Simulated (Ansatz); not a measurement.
Reaction: CH2Cl2 (dichloromethane, SMILES ClCCl) → CHCl2 (SMILES Cl[CH]Cl, doublet) + H (doublet) (the C-H bond breaks)
Each species at its own B3LYP-D3(BJ)/def2-TZVP minimum (Ansatz, an electronic-structure program).

Total energies in hartree (Ansatz). Radicals and triplets start from unrestricted determinants; spin-orbit coupling is neglected. Correlated methods leave the cores frozen. No relativity. Where a partner has so few electrons that a lower coupled-cluster level is exact, that level stands in.

```csv
species,HF/cc-pV(T+d)Z,CCSD(T)/cc-pV(T+d)Z,HF/cc-pV(Q+d)Z,CCSD(T)/cc-pV(Q+d)Z,CCSD(T)/cc-pV(D+d)Z,CCSDT(Q)/cc-pV(D+d)Z
"1: CH2Cl2 (dichloromethane, SMILES ClCCl)",-958.07944,-958.69896,-958.08943,-958.75841,-958.50586,-958.50755
"2: CHCl2 (SMILES Cl[CH]Cl, doublet)",-957.45208,-958.03660,-957.46212,-958.09462,-957.85047,-957.85237
3: H (doublet),-0.49981,-0.49981,-0.49995,-0.49995,-0.49928,-0.49928
```

### Question
Work out the bond dissociation energy (electronic) in kcal/mol: take Hartree-Fock from cc-pV(Q+d)Z, extrapolate the CCSD(T) correlation energy as X^-3 (X = 3, 4), and add CCSDT(Q) - CCSD(T) in cc-pV(D+d)Z. 1 hartree = 627.51 kcal/mol.

### Answer

Species 1: correlation (64·(-0.66898) - 27·(-0.61952))/37 = -0.70507; step -0.00169; E1 = -958.08943 + (-0.70507) + (-0.00169) = -958.79619
Species 2: correlation (64·(-0.63250) - 27·(-0.58452))/37 = -0.66751; step -0.00190; E2 = -957.46212 + (-0.66751) + (-0.00190) = -958.13153
Species 3: correlation (64·(0.00000) - 27·(0.00000))/37 = 0.00000; step +0.00000; E3 = -0.49995 + (0.00000) + (+0.00000) = -0.49995
-1·E1 +1·E2 +1·E3 = 0.16471 hartree = 103.4 kcal/mol.
